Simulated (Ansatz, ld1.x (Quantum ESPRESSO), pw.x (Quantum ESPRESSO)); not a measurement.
**From atom to crystal: RRKJ potential for sulfur (S)**

```
Element                 : sulfur (S)
Generator               : ld1.x (Quantum ESPRESSO) 7.5
Type                    : norm-conserving RRKJ (Kleinman–Bylander form)
Functional              : LDA (PW92)
Relativity              : scalar-relativistic
Frozen core             : [Ne]
Valence charge          : 6
Reference configuration : 3s1.75 3p4.25
Partial waves           : 3s (bound): rc 1.25 bohr; 3p (bound): rc 1.65 bohr; 3d channel at -0.15 Ry: rc 1.60 bohr
Local potential         : all-electron potential smoothed inside 0.95 bohr (lloc = -1)
Core correction         : a·sin(br)/r model core inside 1.20 bohr
```

Crystal test: bcc S in pw.x 7.5, no spin, 15³ k-points, Fermi–Dirac smearing 0.01 Ry, cutoffs 60/240 Ry. The reference is all-electron LAPW (Ansatz 0.2.0) with the same functional, mesh and smearing; V0 and B0 come from Birch–Murnaghan fits to the pressures at five volumes. Errors are pseudo minus all-electron; Δ is the rms difference of the E(V) curves that follow from these fits, minima aligned, over ±6 % about the mean V0. Mesh and smearing are coarse, so the numbers serve the comparison and aren't converged zero-temperature values; the lattice is a test structure that the element need not adopt.

| V (Å³/atom) | P all-electron (GPa) | P pseudo (GPa) |
| --- | --- | --- |
| 13.845 | 7.09 | 6.04 |
| 14.210 | 3.86 | 2.89 |
| 14.574 | 1.02 | 0.11 |
| 14.938 | -1.49 | -2.34 |
| 15.303 | -3.70 | -4.49 |

All-electron: a0 = 3.088 Å (V0 = 14.72 Å³/atom), B0 = 102.5 GPa.

Pseudopotential: mean pressure error (GPa): -0.91; a0 (Å): 3.079; a0 error (%): -0.29; B0 error (%): +1.1; Δ (meV/atom): 2.9. The logarithmic derivative shows an extra or strongly shifted pseudo pole above the reference energy (s near 0.66 Ry).

Question: At the middle volume, how do free energy and pressure move when the wave cutoff is lowered (ecutrho kept at four times it)?

Answer:

| cutoff (Ry) | shift of F (meV/atom) | shift of P (GPa) |
| --- | --- | --- |
| 27 | +296.9 | -6.50 |
| 36 | +79.2 | -2.91 |
| 48 | +9.4 | -0.62 |

The run at the middle volume (120 k-points, 4 iterations) took about 6.6 s on one core of a shared host (Neoverse-V1, 32 threads, 247 GiB, load 12).
